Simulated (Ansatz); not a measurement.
Ideal-gas functions of C₄H₃FS (`Fc1ccsc1`) at 600 K and 1 bar, from an Ansatz frequency run at PBE0-D4/def2-TZVP.

Molar mass 102.13 g/mol, point group Cs (symmetry number 1), electronic degeneracy 1, moments of inertia 69.295, 201.339, 270.634 u Å². Harmonic wavenumbers (cm⁻¹, unscaled): 278, 404, 479, 553, 631, 670, 675, 792, 864, 885, 899, 981, 1086, 1183, 1258, 1460, 1473, 1615, 3244, 3272, 3284.

Use S(trans) = R[1.5 ln M + 2.5 ln T − 1.1517]; rotational temperatures θ = 24.2544 K / I; S(rot) = R[ln(√π/σ · √(T³/θAθBθC)) + 1.5]; for each mode x = 1.438777 ν̃/T, S = R[x/(eˣ − 1) − ln(1 − e⁻ˣ)] and H = RT x/(eˣ − 1); 1 cm⁻¹ = 0.0119627 kJ/mol; R = 8.31446 J/(mol·K).

**Question.** By hand: the entropy, in J/(mol·K).

**Answer.** Translation 181.1. Rotation: θ = 0.35, 0.1205, 0.0896 K, giving 120.2. Vibration, mode by mode: 11.84, 8.90, 7.60, 6.55, 5.62, 5.21, 5.16, 4.13, 3.60, 3.46, 3.37, 2.89, 2.37, 1.97, 1.71, 1.16, 1.13, 0.86, 0.03, 0.03, 0.03, in all 77.6. Electronic 0.0. Sum 378.9 J/(mol·K).

**Question.** By hand: H − E and G − E in kJ/mol, counted from the electronic energy.

**Answer.** Zero-point energy ½ × 25986 × 0.0119627 = 155.4; thermal vibration 29.1; translation, rotation and pV give 4 RT = 20.0. H − E = 204.5 kJ/mol, and G − E = 204.5 − 600 × 378.9/1000 = -22.8 kJ/mol.

Vibration gives 20 % of the entropy.
